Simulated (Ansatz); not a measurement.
Results of the Gaussian-basis code of Ansatz.

Basis-set series for C3H6F2, SMILES `CC(F)CF`. Charge 0, multiplicity 1. The geometry is a stationary point of PBE0-D4/def2-TZVP. It is one conformer, not always the lowest.

```json
{"atom": "C1", "x (Å)": "-0.2158", "y (Å)": "-0.5625", "z (Å)": "-1.1525"}
{"atom": "C2", "x (Å)": "0.3274", "y (Å)": "0.4441", "z (Å)": "-0.1690"}
{"atom": "F3", "x (Å)": "-0.1898", "y (Å)": "1.6962", "z (Å)": "-0.4719"}
{"atom": "C4", "x (Å)": "-0.0373", "y (Å)": "0.1054", "z (Å)": "1.2506"}
{"atom": "F5", "x (Å)": "0.6206", "y (Å)": "0.9305", "z (Å)": "2.1351"}
{"atom": "H6", "x (Å)": "-0.0057", "y (Å)": "-0.2341", "z (Å)": "-2.1707"}
{"atom": "H7", "x (Å)": "-1.2974", "y (Å)": "-0.6693", "z (Å)": "-1.0418"}
{"atom": "H8", "x (Å)": "0.2501", "y (Å)": "-1.5387", "z (Å)": "-1.0030"}
{"atom": "H9", "x (Å)": "1.4170", "y (Å)": "0.5271", "z (Å)": "-0.2489"}
{"atom": "H10", "x (Å)": "0.2453", "y (Å)": "-0.9289", "z (Å)": "1.4715"}
{"atom": "H11", "x (Å)": "-1.1143", "y (Å)": "0.2302", "z (Å)": "1.4005"}
```

```
functional       basis  functions  energy (Eh)  HOMO (eV)  LUMO (eV)
   PBE0-D4    def2-SVP        100   -317.03851      -9.09       1.74
   PBE0-D4  def2-TZVPP        239   -317.41590      -9.27       1.16
   ωB97M-V    def2-SVP        100   -317.24158     -11.49       3.38
   ωB97M-V  def2-TZVPP        239   -317.63208     -11.68       2.59
```

Problem. Give the rows for def2-QZVPP. (Best estimate.)

Solution. The calculation gave: 
```
functional       basis  functions  energy (Eh)  HOMO (eV)  LUMO (eV)
   PBE0-D4  def2-QZVPP        465   -317.43304      -9.31       0.67
   ωB97M-V  def2-QZVPP        465   -317.64874     -11.72       1.80
```

Positive LUMOs are unbound and depend on the basis.
